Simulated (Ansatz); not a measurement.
Ansatz (a quantum-chemistry and plane-wave program) input file for chloroform (CHCl₃), SMILES ClC(Cl)Cl, PBE-D3(BJ)/def2-SVP. 

Ansatz 0.2 input:
```yaml
crystal:
  periodic: [false, false, false]
  atoms:
    - {symbol: Cl, position_ang: [-1.46795799, -0.84752594, -0.08424106]}
    - {symbol: C, position_ang: [0.00000000, -0.00000000, 0.45760681]}
    - {symbol: Cl, position_ang: [1.46795798, -0.84752594, -0.08424106]}
    - {symbol: Cl, position_ang: [0.00000000, 1.69505188, -0.08424106]}
    - {symbol: H, position_ang: [-0.00000000, 0.00000000, 1.55065320]}
basis:
  gaussian:
    orbitals: def2-SVP
hamiltonian:
  xc: pbe
  dispersion: d3bj
relax: {f_tol: 0.002, max_steps: 200}
```

Output:

```
Functional definition: PBE
integrals: 0.03 GiB planned
801 factors; their error is unknown
mean field: 0.15 GiB planned
mean field evaluation 1: about -38590.6812 eV, gradient 1.9e1 eV
mean field evaluation 2: about -38588.8626 eV, gradient 3.3e1 eV
mean field evaluation 4: about -38591.5983 eV, gradient 4.5e-1 eV
mean field evaluation 8: about -38591.5511 eV, gradient 7.2e-2 eV
mean field evaluation 16: about -38591.5511 eV, gradient 2.6e-5 eV
mean field -38591.55111281 eV, -1418.2133451029 hartree, gradient 2.6e-5 eV, S^2 0.000000; 0 other end points of the search recorded, 0 dependent functions left out
the calculation of the forces begins
reference -38591.55113595 eV, -1418.2133459533 hartree; 29, 29 occupied and 44, 44 virtual orbitals, 801 factors
relax step   1: F+E_penalty+E_count = -38591.69756168 eV  Δ(F+E_penalty+E_count) = +0.000e0 eV  max|allowed force component| = 3.453e-1 eV/Å  Δτ_max = 0.0000 Å  (25 SCF iters, accepted)
these checks for a lower state are left out or cut short: starts, cluster_reference, orbital_swaps, neighbouring_geometries, increment
integrals: 0.03 GiB planned
801 factors; their error is unknown
mean field: 0.15 GiB planned
mean field -38591.55372643 eV, -1418.2134411518 hartree, gradient 1.6e-5 eV, S^2 0.000000; 0 other end points of the search recorded, 0 dependent functions left out
the calculation of the forces begins
reference -38591.55374963 eV, -1418.2134420041 hartree; 29, 29 occupied and 44, 44 virtual orbitals, 801 factors
relax step   2: F+E_penalty+E_count = -38591.69994701 eV  Δ(F+E_penalty+E_count) = -2.385e-3 eV  max|allowed force component| = 8.873e-2 eV/Å  Δτ_max = 0.0065 Å  (27 SCF iters, accepted)
these checks for a lower state are left out or cut short: starts, cluster_reference, orbital_swaps, neighbouring_geometries, increment
integrals: 0.03 GiB planned
801 factors; their error is unknown
mean field: 0.15 GiB planned
mean field evaluation 32: about -38591.5541 eV, gradient 1.5e-5 eV
mean field -38591.55410473 eV, -1418.2134550539 hartree, gradient 1.5e-5 eV, S^2 0.000000; 0 other end points of the search recorded, 0 dependent functions left out
the calculation of the forces begins
reference -38591.55412792 eV, -1418.2134559063 hartree; 29, 29 occupied and 44, 44 virtual orbitals, 801 factors
relax step   3: F+E_penalty+E_count = -38591.70028671 eV  Δ(F+E_penalty+E_count) = -3.397e-4 eV  max|allowed force component| = 1.530e-2 eV/Å  Δτ_max = 0.0050 Å  (28 SCF iters, accepted)
these checks for a lower state are left out or cut short: starts, cluster_reference, orbital_swaps, neighbouring_geometries, increment
integrals: 0.03 GiB planned
801 factors; their error is unknown
mean field: 0.15 GiB planned
mean field -38591.55412697 eV, -1418.2134558711 hartree, gradient 1.7e-5 eV, S^2 0.000000; 0 other end points of the search recorded, 0 dependent functions left out
the calculation of the forces begins
reference -38591.55415016 eV, -1418.2134567235 hartree; 29, 29 occupied and 44, 44 virtual orbitals, 801 factors
relax step   4: F+E_penalty+E_count = -38591.70029331 eV  Δ(F+E_penalty+E_count) = -6.599e-6 eV  max|allowed force component| = 2.769e-3 eV/Å  Δτ_max = 0.0003 Å  (18 SCF iters, accepted)
these checks for a lower state are left out or cut short: starts, cluster_reference, orbital_swaps, neighbouring_geometries, increment
integrals: 0.03 GiB planned
801 factors; their error is unknown
mean field: 0.15 GiB planned
mean field -38591.55412877 eV, -1418.2134559375 hartree, gradient 9.4e-6 eV, S^2 0.000000; 0 other end points of the search recorded, 0 dependent functions left out
the calculation of the forces begins
reference -38591.55415197 eV, -1418.2134567900 hartree; 29, 29 occupied and 44, 44 virtual orbitals, 801 factors
relax step   5: F+E_penalty+E_count = -38591.70029343 eV  Δ(F+E_penalty+E_count) = -1.192e-7 eV  max|allowed force component| = 5.720e-6 eV/Å  Δτ_max = 0.0000 Å  (17 SCF iters, accepted)
integrals: 0.03 GiB planned
801 factors; their error is unknown
mean field: 0.15 GiB planned
mean field -38591.55412877 eV, -1418.2134559375 hartree, gradient 9.9e-6 eV, S^2 0.000000; 1 other end points of the search recorded, 0 dependent functions left out
the calculation of the forces begins
reference -38591.55415197 eV, -1418.2134567900 hartree; 29, 29 occupied and 44, 44 virtual orbitals, 801 factors
Total energy: -38591.70031663 eV, -1418.2188282421 hartree
Atom 0 at    -1.472971    -0.850420    -0.084706 Å, force    -0.000001    -0.000000     0.000003 eV/Å
Atom 1 at     0.000009     0.000005     0.453250 Å, force    -0.000000    -0.000000    -0.000006 eV/Å
Atom 2 at     1.472977    -0.850449    -0.084695 Å, force     0.000000     0.000000     0.000003 eV/Å
Atom 3 at    -0.000022     1.700860    -0.084695 Å, force     0.000000    -0.000000     0.000003 eV/Å
Atom 4 at     0.000007     0.000004     1.556383 Å, force     0.000000     0.000000    -0.000003 eV/Å
Dipole moment:     0.000010     0.000006     0.228586 e Å
```

Self-consistency was reached.

Cost: around 10 core-seconds (rough).
